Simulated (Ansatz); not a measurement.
`OP[SiH3]`, 8 atoms. Charge 0, multiplicity 1. All runs use 2 threads of an Intel Xeon on a shared host. Correlated methods freeze the cores. Open-shell runs search over several starts.

Question: How many basis functions does each run have, and how long does it take in Ansatz? RKS ωB97M-V/def2-TZVPP energy and forces; UKS B3LYP-D4/def2-TZVPP energy of the cation; RKS SPW92 (LDA)/def2-TZVPP energy; UKS B2PLYP (frozen core)/def2-TZVPP energy of the cation; RKS PBE0-D4/def2-TZVP frequencies; RKS B3LYP-D4/def2-TZVPP energy and forces; UKS PBE-D4/def2-TZVPP energy of the cation; RHF-CCSD(T)/def2-SVP energy; UKS ωB97M-V/def2-TZVPP energy of the cation; RKS ωB97M-V/def2-QZVPP energy; RKS PBE-D4/def2-TZVPP energy and forces; RHF-CCSD(T)/def2-TZVPP energy. (Best estimate.)

Answer: Ansatz gave: Other jobs shared the machine, so times are rough.

```json
{"level": "RKS SPW92 (LDA)/def2-TZVPP", "job": "energy", "functions": "185", "wall time": "1 s", "peak host memory (GiB)": "0.21"}
{"level": "RHF-CCSD(T)/def2-SVP", "job": "energy", "functions": "75", "wall time": "1.2 s", "peak host memory (GiB)": "0.36"}
{"level": "RKS PBE-D4/def2-TZVPP", "job": "energy and forces", "functions": "185", "wall time": "1.9 s", "peak host memory (GiB)": "0.21"}
{"level": "RKS B3LYP-D4/def2-TZVPP", "job": "energy and forces", "functions": "185", "wall time": "2.8 s", "peak host memory (GiB)": "0.4"}
{"level": "UKS PBE-D4/def2-TZVPP", "job": "energy of the cation", "functions": "185", "wall time": "3.6 s", "peak host memory (GiB)": "0.36"}
{"level": "UKS B3LYP-D4/def2-TZVPP", "job": "energy of the cation", "functions": "185", "wall time": "5 s", "peak host memory (GiB)": "0.48"}
{"level": "RKS ωB97M-V/def2-TZVPP", "job": "energy and forces", "functions": "185", "wall time": "7 s", "peak host memory (GiB)": "0.51"}
{"level": "UKS B2PLYP (frozen core)/def2-TZVPP", "job": "energy of the cation", "functions": "185", "wall time": "7.5 s", "peak host memory (GiB)": "0.46"}
{"level": "RKS ωB97M-V/def2-QZVPP", "job": "energy", "functions": "347", "wall time": "11 s", "peak host memory (GiB)": "1.1"}
{"level": "UKS ωB97M-V/def2-TZVPP", "job": "energy of the cation", "functions": "185", "wall time": "13 s", "peak host memory (GiB)": "0.66"}
{"level": "RHF-CCSD(T)/def2-TZVPP", "job": "energy", "functions": "185", "wall time": "21 s", "peak host memory (GiB)": "1.8"}
{"level": "RKS PBE0-D4/def2-TZVP", "job": "frequencies", "functions": "135", "wall time": "71 s", "peak host memory (GiB)": "0.36"}
```

B3LYP here is the variant with VWN-RPA as its local correlation; programs differ in this.
